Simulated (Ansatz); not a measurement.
Which isomer of H2O2P+ gives these data?

These gas-phase data were calculated for one isomer of H2O2P+ at B3LYP-D4/def2-TZVP (harmonic, unscaled wavenumbers; equilibrium rotational constants with average atomic masses):

| Quantity | Value |
| --- | --- |
| rotational constants | 47.61, 8.414, 7.151 GHz |
| all wavenumbers above 1500 cm⁻¹ | 3627, 2501 |

Candidates:

(1) `O=[PH+]O`, a singlet
(2) `[H]/[O+]=P\O`, a singlet

Problem. Assign the data to one candidate and say why.

Solution. Candidate (1). The band at 2501 cm⁻¹ lies where the P–H stretch is expected; (2) has no mode between 2250 and 2520 cm⁻¹.

The same quantities for all candidates:

```
     rotational constants (GHz)  wavenumbers above 1500 cm⁻¹  E above the lowest, B3LYP-D4/def2-TZVP (kcal/mol)
(1)         47.61, 8.414, 7.151                   3627, 2501                                               29.3
(2)         30.53, 9.469, 7.227                   3681, 3640                                                0.0
```

Harmonic stretches to hydrogen usually lie a few per cent above observed fundamentals. Each candidate is one conformer. Programs: Ansatz 0.2.0.
